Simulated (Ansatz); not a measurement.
# BH3Si: short molecular-dynamics run in Python

How does BH3Si move over a short run? The task is a short molecular-dynamics run, for BH3Si.

Computed with Ansatz 0.2.0, driven from Python. Level of theory: PBE/6-31G.

## Step 1: The structure

Bond lengths: B1–Si2 1.940 Å, B1–H3 1.181 Å, B1–H4 1.181 Å, Si2–H5 1.470 Å. Angles: B1–Si2–H5 109.4°, Si2–B1–H3 120.0°, Si2–B1–H4 120.0°, H3–B1–H4 120.0°.

The script reads bh3si.xyz:

```xyz
5

B    -0.69460    0.00700    0.03260
Si    1.10240   -0.54860    0.50730
H    -1.46780   -0.78460   -0.38010
H    -1.01420    1.13750    0.15380
H     2.07420    0.18870   -0.31360
```

## Step 2: Script

The input, bh3si_md.py:

```python
import warnings

import ansatz as az
import numpy as np

warnings.simplefilter('ignore', az.DeckWarning)

bh3si = az.Crystal.molecule_from_extxyz('bh3si.xyz')

job = bh3si.calculation().basis(gaussian='6-31G').functional('PBE').spin('collinear', total=2)
symbols = [site.symbol for site in bh3si.cartesian_sites]
start = np.array([site.position_ang for site in bh3si.cartesian_sites], dtype=float)
data = job.relax(force_tolerance=0.02).run(threads=1).report
end = np.array(data['positions_ang'])
minimum = az.Crystal.molecule()
for symbol, place in zip(symbols, end):
    minimum = minimum.atom(symbol, place.tolist())

job = (
    minimum.calculation()
    .basis(gaussian='6-31G')
    .functional('PBE')
    .spin('collinear', total=2)
    .md('nve', timestep=0.5, steps=40, temperature=300, initial_velocities='maxwell_boltzmann', seed=47)
)
frames = []
result = job.session().plan().execute(on_event=lambda e: frames.append(e['data']) if e['event'] == 'md_step' else None)
print('t (fs)   E_pot (eV)      E_kin (eV)   T (K)   d(0-1) (A)')
for f in frames[::3]:
    xyz = np.array(f['positions_ang'])
    print(f'{f["time_fs"]:6.2f} {f["lagrangian_ev"]:14.5f} {f["e_kin_ev"]:10.5f} {f["temperature_k"]:8.1f} {np.linalg.norm(xyz[0] - xyz[1]):9.4f}')
kept = np.array([f['conserved_ev'] for f in frames])
print(f'conserved energy moves by at most {1000 * np.ptp(kept):.3f} meV')
symbols = [site.symbol for site in bh3si.cartesian_sites]
with open('last_frame.xyz', 'w') as handle:
    handle.write(f'{len(symbols)}\nt = {frames[-1]["time_fs"]} fs\n')
    handle.writelines('{:2s} {:10.5f} {:10.5f} {:10.5f}\n'.format(s, *xyz) for s, xyz in zip(symbols, frames[-1]['positions_ang']))
```

## Step 3: The calls as engine input

The package turns the script's settings into the engine's input (first run):

```yaml
crystal:
  periodic: [false, false, false]
  atoms:
    - { symbol: B, position_ang: [-0.6946, 0.007, 0.0326] }
    - { symbol: Si, position_ang: [1.1024, -0.5486, 0.5073] }
    - { symbol: H, position_ang: [-1.4678, -0.7846, -0.3801] }
    - { symbol: H, position_ang: [-1.0142, 1.1375, 0.1538] }
    - { symbol: H, position_ang: [2.0742, 0.1887, -0.3136] }
basis:
  gaussian:
    orbitals: "6-31G"
hamiltonian:
  xc: pbe
magnetization:
  spin_polarized: true
  initial_magnetization: 2.0
relax:
  f_tol: 0.02
```

## Step 4: Running it

Launch:

```console
> python bh3si_md.py
```

Without the output at hand: what should come out? Wanted: moves of the relaxation of run 1; energy gained in run 1; last largest force component of run 1; mean temperature, second half; farthest move; largest change of the conserved energy.

**Answer**, as computed:

| quantity | value |
| --- | --- |
| runs compared | 2 |
| moves of the relaxation of run 1 | 6 |
| energy gained in run 1 | 0.520 eV |
| last largest force component of run 1 | 0.0016 eV/Å |
| length of the run | 40 steps, 20 fs |
| mean temperature, second half | 124 K |
| farthest move | 0.16 Å |
| largest change of the conserved energy | 0.11 meV/atom |

**Reading.** The dearest, run 2 (dynamics), took some 4.6 times as long as run 1 (relaxation). Run 1: After 6 moves the largest shift is 0.492 Å, of atom 2 (Si). The temperature swings between 29 and 300 K, with a mean of 124 K in the second half; from a start near a minimum about half of the kinetic energy passes into potential energy. The conserved energy stays within 0.11 meV/atom, so the time step holds. 20 fs show the first vibrations only, not equilibrium. What to keep in mind:
- The trajectory is only some femtoseconds long, and gives no averages; where the script doesn't relax first, it starts from a rough generated geometry.
- The species is open-shell (spin multiplicity 3).
- The temperature counts the internal degrees of freedom alone.
